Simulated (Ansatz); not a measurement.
Process, species as SMILES: P (PH3) → 3 H atom + P atom
B3LYP-D3(BJ)/def2-TZVP geometries, fixed; electronic energies without zero-point terms.

Basis-set convergence of the atomisation energy at MP2 with Ansatz (a program for electronic structure). Cartesian d functions, on some or all atoms, in 6-31+G*, 6-31G**; all else is spherical. Cores are frozen. Open shells are unrestricted. No added dispersion term, no relativity. Functions are those of the species that has most. Reference: Hartree-Fock in aug-cc-pV(Q+d)Z plus the correlation part extrapolated as X^-3 from aug-cc-pV(T+d)Z and aug-cc-pV(Q+d)Z, 234.19 kcal/mol, itself unsure by roughly 0.96 kcal/mol (a third of the extrapolation step and of the last Hartree-Fock step). Deviations are taken from unrounded values.

```json
[
 {"basis": "STO-3G", "functions": "12", "atomisation energy (kcal/mol)": "255.69", "minus reference (kcal/mol)": "21.49"},
 {"basis": "def2-SV(P)", "functions": "24", "atomisation energy (kcal/mol)": "191.15", "minus reference (kcal/mol)": "-43.04"},
 {"basis": "6-31+G*", "functions": "29", "atomisation energy (kcal/mol)": "195.01", "minus reference (kcal/mol)": "-39.18"},
 {"basis": "def2-SVP", "functions": "33", "atomisation energy (kcal/mol)": "213.28", "minus reference (kcal/mol)": "-20.91"},
 {"basis": "6-31G**", "functions": "34", "atomisation energy (kcal/mol)": "211.29", "minus reference (kcal/mol)": "-22.90"},
 {"basis": "def2-SVPD", "functions": "48", "atomisation energy (kcal/mol)": "216.47", "minus reference (kcal/mol)": "-17.73"},
 {"basis": "def2-TZVP", "functions": "55", "atomisation energy (kcal/mol)": "220.52", "minus reference (kcal/mol)": "-13.67"},
 {"basis": "aug-cc-pV(D+d)Z", "functions": "59", "atomisation energy (kcal/mol)": "215.59", "minus reference (kcal/mol)": "-18.60"},
 {"basis": "def2-TZVPP", "functions": "84", "atomisation energy (kcal/mol)": "227.02", "minus reference (kcal/mol)": "-7.17"},
 {"basis": "cc-pV(Q+d)Z", "functions": "154", "atomisation energy (kcal/mol)": "231.05", "minus reference (kcal/mol)": "-3.14"},
 {"basis": "def2-QZVPP", "functions": "160", "atomisation energy (kcal/mol)": "231.03", "minus reference (kcal/mol)": "-3.16"},
 {"basis": "aug-cc-pV(Q+d)Z", "functions": "227", "atomisation energy (kcal/mol)": "231.77", "minus reference (kcal/mol)": "-2.42"},
 {"basis": "aug-pcseg-3", "functions": "236", "atomisation energy (kcal/mol)": "230.96", "minus reference (kcal/mol)": "-3.23"}
]
```
